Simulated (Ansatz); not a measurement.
CH₇NS (SMILES N.CS), singlet: a trajectory.

The input file, in.yaml:

```yaml
crystal:
  periodic: [false, false, false]
  atoms:
    - {symbol: N, position_ang: [0.090063, -0.102614, -2.024554]}
    - {symbol: H, position_ang: [1.002525, 0.308226, -2.180623]}
    - {symbol: H, position_ang: [-0.196795, -0.536461, -2.893230]}
    - {symbol: H, position_ang: [-0.548128, 0.663540, -1.843990]}
    - {symbol: C, position_ang: [-0.073138, -0.536572, 1.360633]}
    - {symbol: S, position_ang: [0.109411, 1.237501, 1.080373]}
    - {symbol: H, position_ang: [0.718362, -0.920423, 2.003261]}
    - {symbol: H, position_ang: [0.010252, -0.983192, 0.368821]}
    - {symbol: H, position_ang: [-1.050028, -0.772690, 1.781054]}
    - {symbol: H, position_ang: [-0.062526, 1.642586, 2.348357]}
basis:
  gaussian: {orbitals: 6-31G}
hamiltonian: {xc: lda}
md: {n_steps: 40, timestep: 1.0, temperature: 300, ensemble: nve, seed: 95, initial_velocities: maxwell_boltzmann}
```

Launched with

```bash
ansatz run in.yaml --threads 4 --pin off --events-out ev --progress --plain --max-ram 9574MiB
```

The run's output (Ansatz 0.2.0):

```
Functional definition: SPW92
  name "SPW92"
  cite "Dirac, Proc. Camb. Phil. Soc. 26, 376 (1930) doi:10.1017/S0305004100016108"
  cite "Slater, Phys. Rev. 81, 385 (1951) doi:10.1103/PhysRev.81.385"
  cite "Perdew & Wang, Phys. Rev. B 45, 13244 (1992) doi:10.1103/PhysRevB.45.13244"
  exchange = slater_x
  correlation = pw_c
674 factors; integrals over basis functions are off by at most 1.7e-4 eV
mean field evaluation 1: about -13402.0342 eV, gradient 7.0e1 eV
mean field evaluation 2: about -13364.2807 eV, gradient 1.3e2 eV
mean field evaluation 4: about -13412.3671 eV, gradient 1.2e1 eV
mean field evaluation 8: about -13412.6660 eV, gradient 2.1e-1 eV
mean field -13412.66615968 eV, -492.9063899365 hartree, gradient 5.5e-5 eV, S^2 0.000000; 0 other end points of the search recorded, 0 dependent functions left out
the calculation of the forces begins
reference -13412.66618415 eV, -492.9063908360 hartree; 18, 18 occupied and 27, 27 virtual orbitals, 674 factors
md step     0: t =     0.00 fs  T =   300.0 K  F+E_penalty+E_count = -13412.66615968 eV  E_kin = 0.310224 eV  conserved = -13412.35593568 eV  (22 SCF iters)
md step     1: t =     1.00 fs  T =   312.3 K  F+E_penalty+E_count = -13412.67907460 eV  E_kin = 0.322974 eV  conserved = -13412.35610034 eV  (22 SCF iters)
md step     2: t =     2.00 fs  T =   282.3 K  F+E_penalty+E_count = -13412.64582214 eV  E_kin = 0.291871 eV  conserved = -13412.35395156 eV  (23 SCF iters)
md step     3: t =     3.00 fs  T =   238.5 K  F+E_penalty+E_count = -13412.59760446 eV  E_kin = 0.246629 eV  conserved = -13412.35097512 eV  (23 SCF iters)
md step     4: t =     4.00 fs  T =   222.6 K  F+E_penalty+E_count = -13412.57954159 eV  E_kin = 0.230162 eV  conserved = -13412.34937993 eV  (22 SCF iters)
md step     5: t =     5.00 fs  T =   255.1 K  F+E_penalty+E_count = -13412.61499712 eV  E_kin = 0.263836 eV  conserved = -13412.35116063 eV  (21 SCF iters)
md step     6: t =     6.00 fs  T =   310.5 K  F+E_penalty+E_count = -13412.67661459 eV  E_kin = 0.321068 eV  conserved = -13412.35554663 eV  (21 SCF iters)
md step     7: t =     7.00 fs  T =   335.5 K  F+E_penalty+E_count = -13412.70368035 eV  E_kin = 0.346892 eV  conserved = -13412.35678837 eV  (22 SCF iters)
md step     8: t =     8.00 fs  T =   324.1 K  F+E_penalty+E_count = -13412.68648613 eV  E_kin = 0.335185 eV  conserved = -13412.35130106 eV  (22 SCF iters)
md step     9: t =     9.00 fs  T =   339.7 K  F+E_penalty+E_count = -13412.70117939 eV  E_kin = 0.351287 eV  conserved = -13412.34989234 eV  (21 SCF iters)
md step    10: t =    10.00 fs  T =   394.6 K  F+E_penalty+E_count = -13412.76456859 eV  E_kin = 0.408075 eV  conserved = -13412.35649395 eV  (21 SCF iters)
md step    11: t =    11.00 fs  T =   413.1 K  F+E_penalty+E_count = -13412.78597424 eV  E_kin = 0.427185 eV  conserved = -13412.35878920 eV  (22 SCF iters)
md step    12: t =    12.00 fs  T =   360.7 K  F+E_penalty+E_count = -13412.72744274 eV  E_kin = 0.373007 eV  conserved = -13412.35443587 eV  (22 SCF iters)
md step    13: t =    13.00 fs  T =   289.2 K  F+E_penalty+E_count = -13412.64894031 eV  E_kin = 0.299101 eV  conserved = -13412.34983958 eV  (23 SCF iters)
md step    14: t =    14.00 fs  T =   262.3 K  F+E_penalty+E_count = -13412.62025553 eV  E_kin = 0.271243 eV  conserved = -13412.34901252 eV  (23 SCF iters)
md step    15: t =    15.00 fs  T =   293.7 K  F+E_penalty+E_count = -13412.65552675 eV  E_kin = 0.303760 eV  conserved = -13412.35176649 eV  (23 SCF iters)
md step    16: t =    16.00 fs  T =   343.8 K  F+E_penalty+E_count = -13412.71149650 eV  E_kin = 0.355485 eV  conserved = -13412.35601138 eV  (22 SCF iters)
md step    17: t =    17.00 fs  T =   353.4 K  F+E_penalty+E_count = -13412.72324932 eV  E_kin = 0.365424 eV  conserved = -13412.35782554 eV  (22 SCF iters)
md step    18: t =    18.00 fs  T =   304.5 K  F+E_penalty+E_count = -13412.66821706 eV  E_kin = 0.314842 eV  conserved = -13412.35337529 eV  (24 SCF iters)
md step    19: t =    19.00 fs  T =   258.2 K  F+E_penalty+E_count = -13412.61483177 eV  E_kin = 0.267041 eV  conserved = -13412.34779117 eV  (24 SCF iters)
md step    20: t =    20.00 fs  T =   278.2 K  F+E_penalty+E_count = -13412.63927267 eV  E_kin = 0.287631 eV  conserved = -13412.35164142 eV  (22 SCF iters)
md step    21: t =    21.00 fs  T =   321.7 K  F+E_penalty+E_count = -13412.69036888 eV  E_kin = 0.332701 eV  conserved = -13412.35766764 eV  (21 SCF iters)
md step    22: t =    22.00 fs  T =   316.9 K  F+E_penalty+E_count = -13412.68358091 eV  E_kin = 0.327654 eV  conserved = -13412.35592691 eV  (21 SCF iters)
md step    23: t =    23.00 fs  T =   275.3 K  F+E_penalty+E_count = -13412.63660474 eV  E_kin = 0.284633 eV  conserved = -13412.35197223 eV  (22 SCF iters)
md step    24: t =    24.00 fs  T =   245.7 K  F+E_penalty+E_count = -13412.60544554 eV  E_kin = 0.254120 eV  conserved = -13412.35132534 eV  (23 SCF iters)
md step    25: t =    25.00 fs  T =   242.0 K  F+E_penalty+E_count = -13412.60278091 eV  E_kin = 0.250285 eV  conserved = -13412.35249636 eV  (25 SCF iters)
md step    26: t =    26.00 fs  T =   250.2 K  F+E_penalty+E_count = -13412.61176609 eV  E_kin = 0.258747 eV  conserved = -13412.35301890 eV  (24 SCF iters)
md step    27: t =    27.00 fs  T =   260.1 K  F+E_penalty+E_count = -13412.62211787 eV  E_kin = 0.269015 eV  conserved = -13412.35310313 eV  (24 SCF iters)
md step    28: t =    28.00 fs  T =   268.3 K  F+E_penalty+E_count = -13412.63127590 eV  E_kin = 0.277468 eV  conserved = -13412.35380762 eV  (24 SCF iters)
md step    29: t =    29.00 fs  T =   270.0 K  F+E_penalty+E_count = -13412.63293392 eV  E_kin = 0.279196 eV  conserved = -13412.35373801 eV  (26 SCF iters)
md step    30: t =    30.00 fs  T =   268.3 K  F+E_penalty+E_count = -13412.63098183 eV  E_kin = 0.277494 eV  conserved = -13412.35348780 eV  (25 SCF iters)
md step    31: t =    31.00 fs  T =   261.2 K  F+E_penalty+E_count = -13412.62590899 eV  E_kin = 0.270138 eV  conserved = -13412.35577077 eV  (24 SCF iters)
md step    32: t =    32.00 fs  T =   226.3 K  F+E_penalty+E_count = -13412.58909647 eV  E_kin = 0.233995 eV  conserved = -13412.35510192 eV  (25 SCF iters)
md step    33: t =    33.00 fs  T =   173.5 K  F+E_penalty+E_count = -13412.53042999 eV  E_kin = 0.179389 eV  conserved = -13412.35104130 eV  (23 SCF iters)
md step    34: t =    34.00 fs  T =   148.3 K  F+E_penalty+E_count = -13412.50360672 eV  E_kin = 0.153313 eV  conserved = -13412.35029388 eV  (24 SCF iters)
md step    35: t =    35.00 fs  T =   160.7 K  F+E_penalty+E_count = -13412.51913907 eV  E_kin = 0.166179 eV  conserved = -13412.35295959 eV  (23 SCF iters)
md step    36: t =    36.00 fs  T =   178.9 K  F+E_penalty+E_count = -13412.53931355 eV  E_kin = 0.184991 eV  conserved = -13412.35432206 eV  (23 SCF iters)
md step    37: t =    37.00 fs  T =   182.9 K  F+E_penalty+E_count = -13412.54261285 eV  E_kin = 0.189130 eV  conserved = -13412.35348287 eV  (23 SCF iters)
md step    38: t =    38.00 fs  T =   179.8 K  F+E_penalty+E_count = -13412.53925747 eV  E_kin = 0.185931 eV  conserved = -13412.35332648 eV  (24 SCF iters)
md step    39: t =    39.00 fs  T =   174.5 K  F+E_penalty+E_count = -13412.53420537 eV  E_kin = 0.180409 eV  conserved = -13412.35379606 eV  (25 SCF iters)
md step    40: t =    40.00 fs  T =   168.6 K  F+E_penalty+E_count = -13412.52674147 eV  E_kin = 0.174331 eV  conserved = -13412.35241073 eV  (24 SCF iters)
Total energy: -13412.52676587 eV, -492.9012673085 hartree
Atom 0 at     0.073294    -0.107789    -2.258271 Å, force     0.393346     0.309315     0.749986 eV/Å
Atom 1 at     1.033978     0.248467    -2.349207 Å, force    -0.051796    -0.020142    -0.237459 eV/Å
Atom 2 at     0.077228    -0.885078    -1.588766 Å, force    -0.167000    -0.330491    -0.219625 eV/Å
Atom 3 at    -0.524823     0.639503    -1.885835 Å, force    -0.200037     0.056247    -0.193744 eV/Å
Atom 4 at    -0.087150    -0.545620     1.362436 Å, force    -2.090497    -0.546287    -1.332570 eV/Å
Atom 5 at     0.110045     1.262498     1.146390 Å, force     0.096932     0.225981    -1.539823 eV/Å
Atom 6 at     0.626085    -0.940510     2.024753 Å, force     1.371750    -0.713086     1.211744 eV/Å
Atom 7 at     0.089251    -0.986813     0.346675 Å, force    -0.166702     0.225222     0.518259 eV/Å
Atom 8 at    -1.127719    -0.837406     1.714222 Å, force     0.874085     0.313939    -0.398585 eV/Å
Atom 9 at     0.079486     1.548102     2.448308 Å, force    -0.060082     0.479302     1.441816 eV/Å
Dipole moment:     0.113292    -0.158712     0.638370 e Å

[the SCF lines of later steps are left out]
```

The lines “mean field evaluation” count trial sets of orbitals through the whole run, from several starts and some on an approximate energy, so they need not fall steadily or lie above the final value.

The run took about 19 s on 4 CPU threads of an Arm Neoverse V1 (shared host).
